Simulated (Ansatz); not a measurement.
Results of PBE-D3(BJ) (PAW; Ansatz, a first-principles code) for bcc Cs.

Run with plane-wave cutoff 500 eV, 18×18×18 k mesh, Fermi–Dirac smearing 0.1 eV, scalar-relativistic PAW data made under PBE.

Computed at the level's own relaxed cell.

**Question.** Give the computed equilibrium volume per atom and lattice parameter a.

**Answer.** 
equilibrium volume per atom: 109.85 Å³/atom
lattice parameter a: 6.034 Å

Measured, for comparison: equilibrium volume per atom 110.12 Å³/atom, lattice constant a 6.039 Å (low-temperature or extrapolated to 0 K; zero-point anharmonic expansion removed; as tabulated in Csonka et al. (2009), arXiv:0903.4037). Computed (rounded) less measured: equilibrium volume per atom -0.2 %, lattice constant a -0.1 %.

Spin–orbit coupling is not included.

Computing time: about 70 core-seconds (a rough figure).
